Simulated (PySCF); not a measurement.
A geometry optimisation, step by step.

3-butenoic acid, C₄H₆O₂.
SMILES with atom numbers: `[CH2:1]=[CH:2][CH2:3][C:4](=[O:5])[OH:6]` (hydrogens: H7, H8 on C1; H9 on C2; H10, H11 on C3; H12 on O6)

Computed by this run: PBE0-D3(BJ)/def2-SVP geometry optimisation, gas phase in PySCF; density fitting, grid level 1; the optimiser is geomeTRIC in internal coordinates, started from a GFN2-xTB structure. 11 of its 18 geometries are shown. The frame can shift and turn from step to step; on so coarse a grid that alone can change the energy by a few meV, and forces under 0.02 eV/Å are noise.

Step 0: E = -8324.2683 eV, largest atomic force 0.753 eV/Å
```
atom  x, y, z in Å  |  force x, y, z in eV/Å
C1     -1.950    0.464    0.020   -0.274   0.148   0.030
C2     -0.967   -0.292   -0.428    0.586  -0.359   0.308
C3      0.214   -0.712    0.401    0.019   0.420  -0.419
C4      1.454   -0.091   -0.200    0.374   0.063   0.064
O5      1.999   -0.450   -1.207   -0.056  -0.133  -0.166
O6      1.876    0.957    0.518   -0.129   0.232   0.385
H7     -1.973    0.825    1.036    0.028   0.187   0.604
H8     -2.778    0.747   -0.606   -0.462   0.155  -0.414
H9     -0.950   -0.641   -1.451   -0.054  -0.135  -0.523
H10     0.320   -1.798    0.360    0.131  -0.302   0.023
H11     0.104   -0.376    1.431   -0.053   0.004   0.310
H12     2.651    1.368    0.101   -0.110  -0.279  -0.202
```

Step 2: E = -8324.3176 eV, largest atomic force 0.075 eV/Å
```
atom  x, y, z in Å  |  force x, y, z in eV/Å
C1     -1.996    0.530    0.030   -0.026  -0.005  -0.011
C2     -0.992   -0.221   -0.422    0.000   0.015  -0.004
C3      0.185   -0.650    0.403    0.038  -0.046   0.000
C4      1.473   -0.144   -0.202    0.044   0.058  -0.019
O5      1.946   -0.533   -1.237   -0.060  -0.032  -0.012
O6      2.037    0.823    0.531    0.014   0.007   0.036
H7     -2.029    0.887    1.064    0.015  -0.008  -0.002
H8     -2.829    0.810   -0.619   -0.002   0.004  -0.005
H9     -0.984   -0.557   -1.465    0.007   0.009   0.006
H10     0.257   -1.751    0.394   -0.013  -0.004   0.022
H11     0.091   -0.307    1.442    0.002   0.014  -0.015
H12     2.838    1.097    0.055   -0.019  -0.013   0.002
```

Step 3: E = -8324.3181 eV, largest atomic force 0.061 eV/Å
```
atom  x, y, z in Å  |  force x, y, z in eV/Å
C1     -1.998    0.531    0.029    0.047  -0.037   0.009
C2     -0.987   -0.214   -0.416   -0.041  -0.001   0.029
C3      0.187   -0.651    0.412   -0.022   0.052   0.016
C4      1.470   -0.146   -0.203    0.004  -0.005  -0.024
O5      1.911   -0.531   -1.253    0.042   0.040  -0.019
O6      2.055    0.808    0.530   -0.022  -0.019   0.005
H7     -2.039    0.881    1.065   -0.005   0.009   0.018
H8     -2.825    0.813   -0.627   -0.003   0.006  -0.007
H9     -0.970   -0.545   -1.460    0.016  -0.006  -0.033
H10     0.252   -1.751    0.404    0.004  -0.032   0.008
H11     0.097   -0.308    1.451   -0.016   0.030   0.011
H12     2.843    1.094    0.042   -0.004  -0.037  -0.014
```

Step 5: E = -8324.3218 eV, largest atomic force 0.124 eV/Å
```
atom  x, y, z in Å  |  force x, y, z in eV/Å
C1     -2.015    0.522    0.040   -0.021   0.013  -0.013
C2     -0.993   -0.205   -0.408    0.027  -0.051   0.005
C3      0.187   -0.625    0.420   -0.059   0.024  -0.107
C4      1.464   -0.140   -0.226    0.020  -0.016   0.079
O5      1.867   -0.492   -1.303   -0.063  -0.021  -0.016
O6      2.107    0.757    0.529    0.032  -0.001   0.034
H7     -2.066    0.867    1.078    0.008  -0.005  -0.007
H8     -2.842    0.799   -0.619   -0.005  -0.004   0.013
H9     -0.964   -0.531   -1.454   -0.013   0.016   0.009
H10     0.245   -1.727    0.439    0.021   0.011   0.018
H11     0.108   -0.255    1.451    0.021   0.004  -0.011
H12     2.897    1.013    0.027    0.033   0.030  -0.004
```

Step 7: E = -8324.3353 eV, largest atomic force 0.391 eV/Å
```
atom  x, y, z in Å  |  force x, y, z in eV/Å
C1     -2.102    0.477    0.087   -0.103   0.072   0.009
C2     -1.024   -0.149   -0.378    0.196  -0.125  -0.061
C3      0.190   -0.483    0.440   -0.179   0.078  -0.338
C4      1.454   -0.104   -0.301    0.068  -0.081   0.162
O5      1.674   -0.296   -1.468   -0.218  -0.053  -0.001
O6      2.356    0.463    0.504    0.108  -0.012   0.061
H7     -2.174    0.796    1.133   -0.009  -0.005  -0.048
H8     -2.951    0.699   -0.566    0.013  -0.019   0.045
H9     -0.956   -0.450   -1.432   -0.079   0.033   0.077
H10     0.236   -1.581    0.583    0.064   0.091   0.051
H11     0.160   -0.003    1.428    0.069  -0.067  -0.009
H12     3.134    0.613   -0.055    0.070   0.089   0.051
```

Step 8: E = -8324.3452 eV, largest atomic force 0.372 eV/Å
```
atom  x, y, z in Å  |  force x, y, z in eV/Å
C1     -2.194    0.434    0.152    0.039   0.038   0.129
C2     -1.059   -0.066   -0.332    0.254  -0.056  -0.266
C3      0.210   -0.298    0.428   -0.179   0.048   0.008
C4      1.468   -0.056   -0.372    0.015  -0.181  -0.178
O5      1.560   -0.024   -1.572   -0.195   0.065   0.156
O6      2.538    0.033    0.426    0.079   0.033   0.045
H7     -2.295    0.744    1.198    0.023  -0.007  -0.013
H8     -3.076    0.554   -0.484    0.032  -0.021   0.001
H9     -0.994   -0.350   -1.389   -0.079  -0.002  -0.024
H10     0.280   -1.366    0.721   -0.020   0.080   0.052
H11     0.251    0.281    1.362    0.034  -0.042   0.042
H12     3.306    0.096   -0.165   -0.005   0.046   0.047
```

Step 10: E = -8324.3582 eV, largest atomic force 0.071 eV/Å
```
atom  x, y, z in Å  |  force x, y, z in eV/Å
C1     -2.153    0.448    0.125    0.049   0.014   0.048
C2     -1.044   -0.106   -0.363   -0.015  -0.031  -0.047
C3      0.197   -0.365    0.430   -0.035  -0.002  -0.062
C4      1.456   -0.078   -0.349    0.053   0.010   0.022
O5      1.557   -0.098   -1.547   -0.039   0.005  -0.008
O6      2.494    0.172    0.459    0.019  -0.013   0.030
H7     -2.210    0.769    1.170   -0.053   0.022   0.004
H8     -3.038    0.602   -0.498    0.016  -0.006   0.007
H9     -0.995   -0.410   -1.414   -0.004  -0.011   0.000
H10     0.257   -1.439    0.695    0.012   0.007   0.005
H11     0.212    0.184    1.382    0.006   0.005   0.005
H12     3.264    0.305   -0.116   -0.007   0.000  -0.006
```

Step 12: E = -8324.3604 eV, largest atomic force 0.033 eV/Å
```
atom  x, y, z in Å  |  force x, y, z in eV/Å
C1     -2.161    0.445    0.145   -0.003   0.015  -0.009
C2     -1.051   -0.097   -0.353    0.007   0.005   0.001
C3      0.201   -0.335    0.427    0.012  -0.030   0.008
C4      1.457   -0.067   -0.364   -0.013  -0.003  -0.001
O5      1.529   -0.011   -1.562   -0.004   0.010  -0.005
O6      2.525    0.067    0.433    0.002  -0.007   0.003
H7     -2.226    0.777    1.186    0.006  -0.003  -0.001
H8     -3.052    0.577   -0.474   -0.001   0.000   0.001
H9     -1.011   -0.405   -1.404   -0.008  -0.010   0.005
H10     0.267   -1.399    0.726    0.006   0.011  -0.004
H11     0.230    0.237    1.367   -0.005   0.006   0.001
H12     3.288    0.195   -0.152    0.001   0.005   0.002
```

Step 14: E = -8324.3616 eV, largest atomic force 0.041 eV/Å
```
atom  x, y, z in Å  |  force x, y, z in eV/Å
C1     -2.149    0.460    0.147   -0.001   0.002  -0.015
C2     -1.055   -0.115   -0.350   -0.011   0.000   0.016
C3      0.201   -0.354    0.424    0.009   0.028   0.029
C4      1.451   -0.064   -0.366    0.000   0.020  -0.010
O5      1.513    0.036   -1.563    0.020  -0.001   0.003
O6      2.524    0.046    0.428   -0.010   0.001  -0.012
H7     -2.195    0.820    1.180    0.008  -0.003   0.003
H8     -3.045    0.593   -0.465   -0.004   0.004  -0.003
H9     -1.035   -0.448   -1.393    0.004  -0.011   0.002
H10     0.276   -1.417    0.721    0.002  -0.019  -0.008
H11     0.229    0.217    1.365   -0.012  -0.009  -0.002
H12     3.282    0.208   -0.154   -0.004  -0.011  -0.004
```

Step 15: E = -8324.3620 eV, largest atomic force 0.039 eV/Å
```
atom  x, y, z in Å  |  force x, y, z in eV/Å
C1     -2.144    0.468    0.146    0.003   0.000  -0.002
C2     -1.057   -0.125   -0.347   -0.005  -0.004   0.002
C3      0.200   -0.362    0.423    0.004   0.036   0.016
C4      1.448   -0.059   -0.366    0.001   0.018  -0.007
O5      1.508    0.061   -1.561    0.010  -0.006   0.004
O6      2.523    0.041    0.427   -0.007  -0.003  -0.010
H7     -2.179    0.842    1.175   -0.002   0.000   0.001
H8     -3.042    0.601   -0.462    0.000   0.002  -0.001
H9     -1.047   -0.473   -1.386    0.004  -0.007   0.003
H10     0.282   -1.427    0.714    0.002  -0.015  -0.006
H11     0.225    0.204    1.367   -0.007  -0.013   0.001
H12     3.279    0.210   -0.156   -0.003  -0.006  -0.001
```

Step 17: E = -8324.3622 eV, largest atomic force under 0.02 eV/Å
```
atom  x, y, z in Å  |  force x, y, z in eV/Å
C1     -2.140    0.473    0.142    0.000   0.001   0.003
C2     -1.059   -0.134   -0.346    0.002  -0.002  -0.004
C3      0.200   -0.369    0.424    0.001   0.009  -0.001
C4      1.446   -0.050   -0.363    0.000  -0.003   0.001
O5      1.506    0.076   -1.557   -0.002   0.000  -0.001
O6      2.520    0.049    0.431   -0.001  -0.001   0.001
H7     -2.170    0.860    1.165   -0.001   0.000  -0.001
H8     -3.039    0.605   -0.466    0.001  -0.001   0.000
H9     -1.053   -0.497   -1.379    0.001   0.000   0.000
H10     0.289   -1.437    0.700    0.000   0.000   0.000
H11     0.219    0.185    1.375    0.000  -0.003   0.002
H12     3.276    0.221   -0.151   -0.001   0.001   0.001
```

Q: Summarise the path.

A: The energy falls by 2.17 kcal/mol from step 0 to step 17; nine tenths of that is first reached at step 9. It falls at every step. The largest force goes from 0.753 to under 0.02 eV/Å. Among the bonds C1–H7 changes most (a near tie, within 0.001 Å, with another), from 1.078 to 1.095 Å; the atoms move by 0.563 Å rms after alignment.

The cost below is that of the whole optimisation. Time: 57 s; peak memory 0.50 GiB. Hardware: an Arm Neoverse V1 with one thread, no GPU, shared host with 32 logical CPUs at a one-minute load of 10.
